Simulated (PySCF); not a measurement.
## Functional benchmark on one molecule

Molecule: fluoroacetonitrile (SMILES N#CCF).

Molfile (atoms numbered from 1):
```
C2H2FN
     RDKit          3D

  6  5  0  0  0  0  0  0  0  0999 V2000
    1.3815   -0.5181   -1.5515 N   0  0  0  0  0  0  0  0  0  0  0  0
    0.6344   -0.2534   -0.7100 C   0  0  0  0  0  0  0  0  0  0  0  0
   -0.3115    0.0796    0.3593 C   0  0  0  0  0  0  0  0  0  0  0  0
   -0.5975    1.4083    0.3692 F   0  0  0  0  0  0  0  0  0  0  0  0
    0.1302   -0.2154    1.3262 H   0  0  0  0  0  0  0  0  0  0  0  0
   -1.2371   -0.5010    0.2068 H   0  0  0  0  0  0  0  0  0  0  0  0
  1  2  3  0
  2  3  1  0
  3  4  1  0
  3  5  1  0
  3  6  1  0
M  END
```

Geometry PBE0-D3(BJ)/def2-SVP throughout; GIAO in PySCF 2.14, gas phase, one conformer, non-relativistic; equivalent atoms averaged; basis pcSseg-2.

Reference values (measured; University of Colorado NMR facility, 19F NMR Reference Standards): δ(F4) = -251.0 ppm vs CFCl3. Computed shifts are taken against CFCl3, calculated as an isolated molecule at each level.

How do the functionals HF, LDA, PBE, BLYP, BP86, OPBE, KT2, KT3, B97-D, B3LYP, PBE0, mPW1PW91, WP04, B97-2, BHandHLYP, CAM-B3LYP, wB97X-D, LC-wPBE perform against the reference? Times are CPU seconds on shared hosts with different chips, so compare them loosely; the GGAs took longer than the global hybrids here, which isn't the general rule, and the cause wasn't traced.

Answers


```
functional                    kind      F4  abs. error F  core-s
        HF            Hartree–Fock  -206.5          44.5     2.6
       LDA                     LDA  -295.3          44.3     6.2
       PBE                     GGA  -279.6          28.6     7.9
      BLYP                     GGA  -275.2          24.2     7.7
      BP86                     GGA  -279.2          28.2     7.7
      OPBE                     GGA  -266.9          15.9     7.7
       KT2                     GGA  -280.6          29.6     7.7
       KT3                     GGA  -266.4          15.4      18
     B97-D                     GGA  -267.3          16.3     7.6
     B3LYP           global hybrid  -257.7           6.7     5.7
      PBE0           global hybrid  -256.7           5.7     5.8
  mPW1PW91           global hybrid  -254.8           3.8     6.1
      WP04           global hybrid  -239.3          11.7       7
     B97-2           global hybrid  -252.2           1.2       7
 BHandHLYP           global hybrid  -235.9          15.1     6.7
 CAM-B3LYP  range-separated hybrid  -248.7           2.3     9.4
   wB97X-D  range-separated hybrid  -247.6           3.4     9.2
   LC-wPBE  range-separated hybrid  -238.5          12.5      13
```

For ¹⁹F the closest is B97-2 (1.2 ppm) and the furthest HF (44.5 ppm). One molecule is a small sample, and vibrational and solvent effects are absent from the calculation.
